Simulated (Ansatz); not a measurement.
Crystal: Se2O3, cubic X2O3 (oxygen-deficient fluorite) type, 10 atoms in the cell.

Space group Pn-3m, simple cubic cell, positions in fractions of the edge: Se (0.25 0.25 0.25), (0.75 0.75 0.25), (0.75 0.25 0.75), (0.25 0.75 0.75); O (0.5 0 0), (0 0.5 0), (0 0 0.5), (0.5 0.5 0), (0.5 0 0.5), (0 0.5 0.5).

Theory: Ansatz 0.2.0 development build, PBE, plane waves, PAW datasets (generated soft set 1).

Cutoff 420 eV; k-mesh 21×21×21 Γ-centred; Fermi–Dirac smearing of 0.0612 eV; no spin polarisation.

What equilibrium volume, lattice constant and bulk modulus does this give?

V₀ = 13.225 Å³/atom (a₀ = 5.095 Å), B₀ = 129 GPa, B₀′ = 4.42. The points behind the fit:

```json
{"V (Å³/atom)": "12.435", "a (Å)": "4.9913", "E − E(min) (meV/atom)": "21.27", "P (GPa)": "9.11"}
{"V (Å³/atom)": "12.700", "a (Å)": "5.0265", "E − E(min) (meV/atom)": "9.06", "P (GPa)": "5.73"}
{"V (Å³/atom)": "12.964", "a (Å)": "5.0611", "E − E(min) (meV/atom)": "2.15", "P (GPa)": "2.69"}
{"V (Å³/atom)": "13.229", "a (Å)": "5.0953", "E − E(min) (meV/atom)": "0.00", "P (GPa)": "-0.04"}
{"V (Å³/atom)": "13.493", "a (Å)": "5.1291", "E − E(min) (meV/atom)": "2.11", "P (GPa)": "-2.48"}
{"V (Å³/atom)": "13.758", "a (Å)": "5.1624", "E − E(min) (meV/atom)": "8.05", "P (GPa)": "-4.67"}
{"V (Å³/atom)": "14.022", "a (Å)": "5.1953", "E − E(min) (meV/atom)": "17.41", "P (GPa)": "-6.64"}
```

The published all-electron PBE values for this crystal (mean of FLEUR and WIEN2k, k-spacing 0.06 Å⁻¹; Bosoni et al., Nat. Rev. Phys. 6, 45 (2024)) are V₀ = 13.228 Å³/atom, B₀ = 129.0 GPa, B₀′ = 4.41.

The stress includes the program's correction for the finite plane-wave basis.

This cubic structure is a model: it isn't the usual form of the substance at ambient conditions, and such phases are metastable or hypothetical.
